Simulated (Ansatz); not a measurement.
**CH5PS: a ladder of functionals and wavefunction methods**

An exercise on one series of results from a longer session: the logs are not shown, and one member is left open.

The runs use Ansatz 0.2.0, Gaussian basis; functionals in def2-TZVPP, the program's frozen cores in correlated methods.

Levels to be run: LDA (SPW92), PBE-D4, revPBE-D4, BLYP-D4, r2SCAN-D4, B97M-V, PBE0-D4, B3LYP-D4, r2SCANh-D4, r2SCAN0-D4, HSE06-D4, BHLYP-D4, CAM-B3LYP-D4, LC-ωPBE, ωB97X-V, ωB97M-V, B2PLYP, PBE-QIDH; CCSD(T)/def2-SVP; CCSD(T)/def2-TZVPP; MP2/def2-QZVPP; extrapolation to the limit; RPA on PBE.

1 further run of the same task is left out (it didn't finish).

## The geometry

All runs share one geometry, relaxed beforehand with PBE0-D4 in a triple-zeta def2 set.

SMILES `CSP`, 8 atoms, charge 0, spin multiplicity 1.

Atoms are counted from 1 here; the program's logs count them from 0.

Bond lengths: C1–S2 1.810 Å, C1–H4 1.089 Å, C1–H5 1.089 Å, C1–H6 1.091 Å, S2–P3 2.105 Å, P3–H7 1.420 Å, P3–H8 1.420 Å. Angles: S2–C1–H4 111.3°, S2–C1–H5 111.3°, S2–C1–H6 106.0°, H4–C1–H5 110.1°, H4–C1–H6 109.0°, H5–C1–H6 109.0°, C1–S2–P3 99.5°, S2–P3–H7 98.3°, S2–P3–H8 98.4°, H7–P3–H8 93.3°.

Set-up of the first run:

File in.yaml:

```yaml
crystal:
  periodic: [false, false, false]
  atoms:
    - {symbol: C, position_ang: [-0.785937, 1.034891, -0.444545]}
    - {symbol: S, position_ang: [0.213109, 0.387420, 0.918322]}
    - {symbol: P, position_ang: [0.850111, -1.423789, 0.054490]}
    - {symbol: H, position_ang: [-1.621314, 0.373624, -0.671204]}
    - {symbol: H, position_ang: [-0.181544, 1.194231, -1.336632]}
    - {symbol: H, position_ang: [-1.175397, 1.995086, -0.103150]}
    - {symbol: H, position_ang: [2.228961, -1.333497, 0.380655]}
    - {symbol: H, position_ang: [0.564012, -2.285065, 1.146363]}
basis:
  gaussian: {orbitals: def2-TZVPP}
hamiltonian: {xc: lda}
output: {orbitals: {seedname: orbitals}}
```

Steps of the session up to this table: LDA; PBE-D4 (GGA); revPBE-D4 (GGA); BLYP-D4 (GGA); r2SCAN-D4 (meta-GGA); B97M-V (meta-GGA); PBE0-D4 (hybrid); B3LYP-D4 (hybrid); r2SCANh-D4 (hybrid); r2SCAN0-D4 (hybrid); HSE06-D4 (hybrid); BHLYP-D4 (hybrid); CAM-B3LYP-D4 (range-separated); LC-ωPBE (range-separated); ωB97X-V (range-separated); ωB97M-V (range-separated); B2PLYP (double hybrid); PBE-QIDH (double hybrid).

One table of the session follows, with a row left open; its other results are not shown here.

It belongs to the step «Orbital energies across the functionals». 

| functional | HOMO (eV) | gap (eV) |
| --- | --- | --- |
| LDA (SPW92) | ? | ? |
| PBE-D4 | -5.62 | 4.53 |
| revPBE-D4 | -5.59 | 4.58 |
| BLYP-D4 | -5.47 | 4.51 |
| r2SCAN-D4 | -5.88 | 5.05 |
| B97M-V | -5.97 | 5.14 |
| PBE0-D4 | -6.84 | 6.66 |
| B3LYP-D4 | -6.60 | 6.20 |
| r2SCANh-D4 | -6.33 | 5.83 |
| r2SCAN0-D4 | -7.00 | 6.98 |
| HSE06-D4 | -6.44 | 5.89 |
| BHLYP-D4 | -7.92 | 8.72 |
| CAM-B3LYP-D4 | -8.16 | 9.04 |
| LC-ωPBE | -9.56 | 11.62 |
| ωB97X-V | -9.20 | 11.13 |
| ωB97M-V | -9.03 | 10.75 |

**Question.** Estimate the row for LDA (SPW92).

As computed: HOMO (eV): -5.71; gap (eV): 4.41. In the column «HOMO (eV)» it lies between r2SCAN-D4 (-5.88) and PBE-D4 (-5.62).
